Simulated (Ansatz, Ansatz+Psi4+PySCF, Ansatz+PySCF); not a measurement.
| atom | x (Å) | y (Å) | z (Å) |
| --- | --- | --- | --- |
| C | 0.0000 | -0.1222 | -1.0702 |
| C | 0.0000 | 0.3044 | 0.3103 |
| O | 0.0000 | -0.7407 | 1.1838 |
| H | 0.0000 | -0.3521 | 2.0703 |
| H | 0.0000 | -1.1713 | -1.3308 |
| H | 0.0000 | 0.6382 | -1.8371 |
| O | 0.0000 | 1.4437 | 0.6737 |

Basis set: cc-pVTZ (spherical functions). Left uncorrelated: 4 orbitals. Correlation on ROHF uses semicanonical orbitals with singles. Charge 0, multiplicity 2.

Computed with Ansatz (development build ahead of 0.2.0); each method stands on the lowest determinant of its kind that the runs found.

(1) Give the atomization energy at this shape (free ground-state atoms in the same class of orbitals less the molecule, no zero-point energy) of doublet C2H3O2 by ROHF-MP2, UHF-MP2.

Results:

(1)

```csv
method,atomization energy
ROHF-MP2,30.22 eV
UHF-MP2,30.15 eV
```
